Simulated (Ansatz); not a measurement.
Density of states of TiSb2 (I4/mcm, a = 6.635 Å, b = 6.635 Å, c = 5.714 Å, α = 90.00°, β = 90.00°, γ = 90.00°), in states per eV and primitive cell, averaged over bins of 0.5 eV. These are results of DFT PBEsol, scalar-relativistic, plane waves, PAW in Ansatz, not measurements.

Settings: cutoff 420 eV, Γ-centred mesh 8×8×8 on the computed 6-atom cell, Gaussian smearing of 0.10 eV; no spin polarisation.

The cell is relaxed at this level. The states (both spins) are summed by tetrahedra on a 12×12×12 mesh at the self-consistent density. Energies are bin centres; the table starts no lower than −8 eV and ends at 6 eV, or lower where the solved bands end.

It is a metal at this level.

| E − E_F (eV) | total | Ti 3d | Sb 5p | Sb 5s | Ti 4s |
| --- | --- | --- | --- | --- | --- |
| -7.80 | 0.63 | 0.05 | 0.03 | 0.53 | 0.01 |
| -7.30 | 0.00 | 0.00 | 0.00 | 0.00 | 0.00 |
| -6.80 | 0.00 | 0.00 | 0.00 | 0.00 | 0.00 |
| -6.30 | 0.03 | 0.00 | 0.02 | 0.00 | 0.00 |
| -5.80 | 0.74 | 0.06 | 0.59 | 0.02 | 0.06 |
| -5.30 | 2.77 | 0.25 | 2.11 | 0.15 | 0.20 |
| -4.80 | 2.92 | 0.24 | 2.24 | 0.21 | 0.17 |
| -4.30 | 2.94 | 0.29 | 2.14 | 0.29 | 0.15 |
| -3.80 | 2.55 | 0.33 | 1.75 | 0.28 | 0.13 |
| -3.30 | 3.16 | 0.59 | 2.15 | 0.22 | 0.12 |
| -2.80 | 3.94 | 0.92 | 2.66 | 0.17 | 0.10 |
| -2.30 | 4.53 | 1.20 | 3.02 | 0.15 | 0.05 |
| -1.80 | 4.44 | 1.47 | 2.67 | 0.13 | 0.05 |
| -1.30 | 4.17 | 1.76 | 2.16 | 0.09 | 0.05 |
| -0.80 | 5.33 | 3.24 | 1.85 | 0.07 | 0.04 |
| -0.30 | 2.35 | 1.45 | 0.81 | 0.02 | 0.01 |
| 0.20 | 3.08 | 1.80 | 0.97 | 0.11 | 0.07 |
| 0.70 | 4.69 | 3.15 | 0.96 | 0.23 | 0.15 |
| 1.20 | 5.64 | 4.02 | 0.94 | 0.36 | 0.09 |
| 1.70 | 7.49 | 5.53 | 1.09 | 0.49 | 0.10 |
| 2.20 | 6.14 | 3.66 | 1.64 | 0.41 | 0.10 |
| 2.70 | 5.24 | 2.39 | 2.06 | 0.26 | 0.13 |
| 3.20 | 5.16 | 1.93 | 2.51 | 0.12 | 0.12 |
| 3.70 | 5.85 | 1.79 | 3.41 | 0.07 | 0.13 |
| 4.20 | 3.84 | 1.03 | 2.31 | 0.04 | 0.14 |
| 4.70 | 2.22 | 0.44 | 1.05 | 0.05 | 0.32 |
| 5.20 | 1.81 | 0.24 | 0.39 | 0.05 | 0.57 |

The columns after the total are the main Löwdin projections on the occupied valence shells of the potentials; 2 others are left out. The rest of the total lies in those, in shells that are empty in the free atom, which aren't projected, and between the atoms.

Spin-orbit coupling is left out, which matters for the bands of heavy elements.

Cost: 1 run of about 2.7 core-minutes, on Arm Neoverse V1 (shared hosts).